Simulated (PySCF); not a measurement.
## Bond length, frequency and bond energy of AlB⁻ by level of theory

State: ⁴Σ⁻ (quartet), unpaired electrons σ ↑, π ↑↑. Set-up: Al def2-SVPD, B def2-SVPD; no relativity (PySCF 2.14). De refers to Al⁻ + B in their high-spin ground configurations, without counterpoise correction. The functionals are run spin-unrestricted. A positive dipole points towards B; it is taken about the centre of mass and depends on that origin.

| Level | Re (Å) | ωe (cm⁻¹) | De (eV) | μ (D) | CPU s a point (SCF and correlation, without the integrals) |
| --- | --- | --- | --- | --- | --- |
| PBE | 2.082 | 592 | n/a | -1.75 | 0.45 |
| r²SCAN | 2.066 | 620 | n/a | -1.36 | 0.65 |
| PBE0 | 2.061 | 624 | n/a | -1.61 | 0.61 |
| HSE06 | 2.062 | 622 | n/a | -1.63 | 0.57 |

The bond length runs from 2.061 Å (PBE0) to 2.082 Å (PBE).

The highest Kohn–Sham level is positive in this anion. Much of that is self-interaction error, but it also means that the finite basis helps to hold the extra electron. The state was picked by a PBE0 search and need not be the measured ground state.

The whole job (state search and all levels along the bond) took about 1.3 min on 1 thread of Arm Neoverse V2 (shared host), peak memory 0.5 GiB.
